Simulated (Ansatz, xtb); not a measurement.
## CH4FNS: which of two isomers lies lower

We compare I, `FCNS`, a singlet, with II, `N[C@H](F)S`, a singlet. Both are isolated molecules in the gas phase, relaxed with B3LYP-D3(BJ)/def2-SVP; the shapes shown needn't be the lowest conformers.

I (Å):

```json
{"atom": "C", "x (Å)": "-0.7814", "y (Å)": "2.0177", "z (Å)": "-0.3135"}
{"atom": "F", "x (Å)": "-1.2995", "y (Å)": "3.2337", "z (Å)": "0.1379"}
{"atom": "N", "x (Å)": "-1.7819", "y (Å)": "1.0584", "z (Å)": "-0.5905"}
{"atom": "S", "x (Å)": "-2.8379", "y (Å)": "1.3455", "z (Å)": "-1.9144"}
{"atom": "H", "x (Å)": "-0.2075", "y (Å)": "2.2257", "z (Å)": "-1.2299"}
{"atom": "H", "x (Å)": "-0.1213", "y (Å)": "1.6294", "z (Å)": "0.4809"}
{"atom": "H", "x (Å)": "-2.2687", "y (Å)": "0.7210", "z (Å)": "0.2379"}
{"atom": "H", "x (Å)": "-3.4297", "y (Å)": "2.5061", "z (Å)": "-1.5062"}
```

II (Å):

```yaml
atoms:
  - { symbol: C, position_ang: [-1.3165, 1.4156, -0.7864] }
  - { symbol: F, position_ang: [0.0556, 1.4990, -0.8169] }
  - { symbol: N, position_ang: [-1.7630, 2.1146, 0.3758] }
  - { symbol: S, position_ang: [-2.0813, 2.1143, -2.2915] }
  - { symbol: H, position_ang: [-2.7787, 2.1633, 0.4091] }
  - { symbol: H, position_ang: [-1.4191, 1.6653, 1.2255] }
  - { symbol: H, position_ang: [-1.5574, 0.3332, -0.8350] }
  - { symbol: H, position_ang: [-1.8144, 3.3966, -1.9487] }
```

Energies in hartree; the thermal terms are from B3LYP-D3(BJ)/def2-SVP harmonic frequencies (ideal gas, rigid rotor, one conformer each, 298.15 K, 1 atm) and include the zero-point energy:

```
                               I           II
E, CCSD(T)/def2-TZVP  −592.545704  −592.558751
   zero-point energy     0.056889     0.056275
        H(298 K) − E     0.062619     0.062175
        G(298 K) − E     0.028882     0.028391
```

Question: Work out ΔE, ΔE₀, ΔH and ΔG for I → II in kcal/mol (1 Eh = 627.51 kcal/mol) and the equilibrium ratio [II]/[I].

Answer: 1. ΔE = −592.558751 − (−592.545704) = −0.013047 Eh = −8.19 kcal/mol.
2. ΔE₀ = ΔE + ΔZPE = −0.013047 + (−0.000614) Eh = −8.57 kcal/mol.
3. ΔH = ΔE + (−0.000444) Eh = −8.47 kcal/mol.
4. ΔG = ΔE + (−0.000491) Eh = −8.50 kcal/mol, so ΔS = (ΔH − ΔG)/T = +0.4 J/(mol K).
5. kT = 0.9442 mEh, so K = [II]/[I] = exp(−ΔG/kT) = exp(+14.34) ≈ 1.7 × 10^6.

Structure II is favoured at this temperature. An error of 1 kcal/mol in ΔG would change K by a factor of 5.4. Mirror images and further conformers aren't counted.

As drawn, II has 1 C–S, 1 N–H in place of 1 N–S, 1 C–H.

Other levels gave ΔE = −8.3 (B3LYP-D3(BJ)/def2-SVP); −6.8 (HF/def2-TZVP); −8.7 (MP2/def2-TZVP) kcal/mol. The correlated steps freeze 8 core orbitals. Programs: Ansatz 0.2.0.
